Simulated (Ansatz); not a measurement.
Results of PBE (PAW; Ansatz, a program for electronic structure) for antifluorite Mg2Ge.

Numerical settings: plane-wave cutoff 520 eV, 20×20×20 k mesh, perturbation theory, scalar-relativistic PAW data made under PBE.

Computed at the level's own relaxed cell.

```xyz
3
Lattice="0.0000 3.2109 3.2109 3.2109 0.0000 3.2109 3.2109 3.2109 0.0000" Properties=species:S:1:pos:R:3 pbc="T T T"
Mg     1.6054     1.6054     1.6054
Mg     4.8163     4.8163     4.8163
Ge     0.0000     0.0000     0.0000
```

Harmonic phonon frequencies (cm⁻¹; i marks an imaginary mode; at Γ without the LO shift):

```tsv
q point	frequencies
Γ	0 0 0 208 208 208 248 248 248
X	114 114 145 150 150 160 252 252 324
L	83 83 152 212 213 213 225 225 275
```

No imaginary mode appears at these points.
